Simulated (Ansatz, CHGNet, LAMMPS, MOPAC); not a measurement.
# Lattice parameter a of rock-salt CaO: levels of theory against measurement

Reference value: 4.781 Å (measured, zero-point anharmonic expansion removed; as tabulated in Chen et al. (2018), doi:10.1103/physrevmaterials.2.073803).

**Question.** What do ionic model lewis1985c, PM6 semi-empirical Hartree-Fock (MOPAC), CHGNet-r²SCAN, LDA, PBE, PBE-D4, r²SCAN, HSE06, PBE0 give, and how far is each from the reference?

**Answer.** 
```json
[
 {"level (code)": "ionic model lewis1985c (shell model, LAMMPS)", "value (Å)": "4.807", "error (%)": "+0.54"},
 {"level (code)": "PM6 semi-empirical Hartree-Fock (MOPAC) (MOPAC)", "value (Å)": "4.960", "error (%)": "+3.74"},
 {"level (code)": "CHGNet-r²SCAN (CHGNet)", "value (Å)": "4.809", "error (%)": "+0.59"},
 {"level (code)": "LDA (Ansatz)", "value (Å)": "4.708", "error (%)": "-1.53"},
 {"level (code)": "PBE (Ansatz)", "value (Å)": "4.831", "error (%)": "+1.05"},
 {"level (code)": "PBE-D4 (Ansatz)", "value (Å)": "4.800", "error (%)": "+0.40"},
 {"level (code)": "r²SCAN (Ansatz)", "value (Å)": "4.795", "error (%)": "+0.29"},
 {"level (code)": "HSE06 (Ansatz)", "value (Å)": "4.798", "error (%)": "+0.36"},
 {"level (code)": "PBE0 (Ansatz)", "value (Å)": "4.797", "error (%)": "+0.33"}
]
```

Leaving aside ionic model lewis1985c, which can be fitted to such values or carry a doubt: Nearest, and too close to rank with a margin of 0.30 % (twice that across the reference) picked here for doubts on the reference and the settings: r²SCAN (+0.29 %), PBE0 (+0.33 %), HSE06 (+0.36 %), PBE-D4 (+0.40 %), CHGNet-r²SCAN (+0.59 %). PM6 semi-empirical Hartree-Fock (MOPAC) (+3.74 %) misses by most. Within 0.5 %: PBE-D4, r²SCAN, HSE06, PBE0. The least costly first-principles kind among them: DFT without exact exchange (PBE-D4, r²SCAN).

PM6 semi-empirical Hartree-Fock (MOPAC): the method was fitted mainly to molecules. PM6 semi-empirical Hartree-Fock (MOPAC): the run uses a supercell at the zone centre in place of a k mesh. Cutoffs and k meshes differ between the levels. Ansatz's density-functional and Hartree–Fock values are scalar-relativistic unless marked +SOC, with PAW data made under PBE.

Empirical potentials (ionic model lewis1985c) are fitted to chosen data, which need not cover the solid at hand: agreement can be built in, and what lay outside the fit can be far off. Machine-learned potentials (CHGNet-r²SCAN) are trained on DFT data, which may include these solids.

Differences are worked out from the printed values.

Ansatz is an electronic-structure program.
